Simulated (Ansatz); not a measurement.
# C2H8: the cost of one run

Method: RKS PBE-D4/def2-SVP; program: Ansatz 0.2.0, Gaussian basis.

Levels: PBE-D4, revPBE-D4, BLYP-D4, r2SCAN-D4, B97M-V, PBE0-D4, B3LYP-D4, HSE06-D4, wB97X-V, wB97M-V, B2PLYP, Hartree-Fock, MP2, CCSD, CCSD(T). The reference is CCSD(T) extrapolated to the basis limit.

Cores are frozen in the correlated methods. B3LYP uses VWN-RPA correlation. B2PLYP carries no dispersion term here.

165 further runs of the same task are left out: 1 that didn't finish, 164 set aside as unsound or not needed.

## (1) The system as given

The pair, from a GFN2-xTB docking trial: 10 atoms, charge 0, spin multiplicity 1.

Atoms are counted from 1 here; the program's logs count them from 0.

Bond lengths: C1–C2 1.521 Å, C1–H3 1.088 Å, C1–H4 1.088 Å, C1–H5 1.088 Å, C2–H6 1.088 Å, C2–H7 1.088 Å, C2–H8 1.088 Å, H9–H10 0.777 Å. Angles: C2–C1–H3 110.6°, C2–C1–H4 110.6°, C2–C1–H5 110.7°, H3–C1–H4 108.4°, H3–C1–H5 108.3°, H4–C1–H5 108.2°, C1–C2–H6 110.6°, C1–C2–H7 110.6°, C1–C2–H8 110.6°, H6–C2–H7 108.3°, H6–C2–H8 108.2°, H7–C2–H8 108.3°.

As a file:

```xyz
10

C     0.70760    0.34070   -0.59000
C    -0.66560   -0.23740   -0.89790
H     1.20490    0.65430   -1.50550
H     0.62090    1.20390    0.06590
H     1.33390   -0.39970   -0.09730
H    -1.16530   -0.54600    0.01780
H    -0.57920   -1.10430   -1.54960
H    -1.29020    0.50210   -1.39400
H    -0.21110   -0.51360    2.77440
H     0.04410    0.10000    3.17630
```

Atoms 1 to 8 are fragment A (C2H6), the rest fragment B (H2).

## (2) A first relaxation in a small basis

Input file pre/in.yaml:

```yaml
crystal:
  periodic: [false, false, false]
  atoms:
    - {symbol: C, position_ang: [0.707600, 0.340700, -0.590000]}
    - {symbol: C, position_ang: [-0.665600, -0.237400, -0.897900]}
    - {symbol: H, position_ang: [1.204900, 0.654300, -1.505500]}
    - {symbol: H, position_ang: [0.620900, 1.203900, 0.065900]}
    - {symbol: H, position_ang: [1.333900, -0.399700, -0.097300]}
    - {symbol: H, position_ang: [-1.165300, -0.546000, 0.017800]}
    - {symbol: H, position_ang: [-0.579200, -1.104300, -1.549600]}
    - {symbol: H, position_ang: [-1.290200, 0.502100, -1.394000]}
    - {symbol: H, position_ang: [-0.211100, -0.513600, 2.774400]}
    - {symbol: H, position_ang: [0.044100, 0.100000, 3.176300]}
basis:
  gaussian: {orbitals: def2-SVP}
hamiltonian: {xc: pbe, dispersion: d4}
relax: {f_tol: 0.03, max_steps: 250}
```

Launch:

```bash
> ansatz run in.yaml --threads 2 --pin off --events-out ev --progress --plain --max-ram 5222MiB
```

**Question.** How long does this run take on 2 threads of Arm Neoverse V2, shared host?

About 3.3 s.
